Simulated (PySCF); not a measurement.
Isomers of C5H9P, mass 100.044 u with the commonest isotopes. The calculation used CAM-B3LYP/def2-SVPD in PySCF (dipole) on a GFN2-xTB geometry, gas phase. One conformer each, none proved a minimum here; rigid rotors.

Question: Order these by radius of gyration √(Σ m r²/M), smallest first.
A. `[CH2:1]=[P:2][CH:3]1[CH2:4][CH2:5][CH2:6]1` with C1–P2–C3–C4 -169°, P2–C3–C4–C5 108°, C3–C4–C5–C6 10°, C4–C5–C6–C3 -10°, P2–C3–C6–C5 -107°
B. `[CH3:1][C:2]1=[CH:3][CH2:4][PH:5][CH2:6]1` with C2–C3–C4–P5 -16°, C3–C4–P5–C6 20°, C4–P5–C6–C2 -20°, C1–C2–C6–P5 -166°
C. `[CH2:1]=[CH:2][CH2:3][PH:4][CH:5]=[CH2:6]` with C1–C2–C3–P4 112°, C2–C3–P4–C5 -168°, C3–P4–C5–C6 118°
D. `[CH3:1][CH2:2][C:3]1=[CH:4][P:5]1[CH3:6]` with C1–C2–C3–C4 -2°

Answer: B (1.744 Å), A (1.789 Å), D (1.934 Å), C (2.084 Å).

Question: Order these by rotational constant A, smallest first.
A. `[CH2:1]=[CH:2][CH2:3][PH:4][CH:5]=[CH2:6]` with C1–C2–C3–P4 112°, C2–C3–P4–C5 -168°, C3–P4–C5–C6 118°
B. `[CH3:1][C:2]1=[CH:3][CH2:4][PH:5][CH2:6]1` with C2–C3–C4–P5 -16°, C3–C4–P5–C6 20°, C4–P5–C6–C2 -20°, C1–C2–C6–P5 -166°
C. `[CH2:1]=[P:2][CH:3]1[CH2:4][CH2:5][CH2:6]1` with C1–P2–C3–C4 -169°, P2–C3–C4–C5 108°, C3–C4–C5–C6 10°, C4–C5–C6–C3 -10°, P2–C3–C6–C5 -107°

Answer: B (5710 MHz), C (6458 MHz), A (7445 MHz).

Question: Order these by rotational constant B, largest first.
A. `[CH3:1][CH2:2][C:3]1=[CH:4][P:5]1[CH3:6]` with C1–C2–C3–C4 -2°
B. `[CH3:1][C:2]1=[CH:3][CH2:4][PH:5][CH2:6]1` with C2–C3–C4–P5 -16°, C3–C4–P5–C6 20°, C4–P5–C6–C2 -20°, C1–C2–C6–P5 -166°
C. `[CH2:1]=[P:2][CH:3]1[CH2:4][CH2:5][CH2:6]1` with C1–P2–C3–C4 -169°, P2–C3–C4–C5 108°, C3–C4–C5–C6 10°, C4–C5–C6–C3 -10°, P2–C3–C6–C5 -107°
D. `[CH2:1]=[CH:2][CH2:3][PH:4][CH:5]=[CH2:6]` with C1–C2–C3–P4 112°, C2–C3–P4–C5 -168°, C3–P4–C5–C6 118°

Answer: B (2251 MHz), C (1929 MHz), A (1545 MHz), D (1291 MHz).

```
   SMILES  point group  Ia (u·Å²)  Ib (u·Å²)  Ic (u·Å²)      κ  μa (D)  μb (D)  μc (D)
C=PC1CCC1           C1      78.26     262.01     300.45  -0.90    0.82    0.86    0.68
CC1=CCPC1           C1      88.51     224.54     295.56  -0.73    1.40    0.37    0.08
CCC1=CP1C           C1      77.01     327.11     344.26  -0.97    1.39    0.74    0.86
 C=CCPC=C           C1      67.88     391.51     409.53  -0.98    0.11    0.89    0.57
```
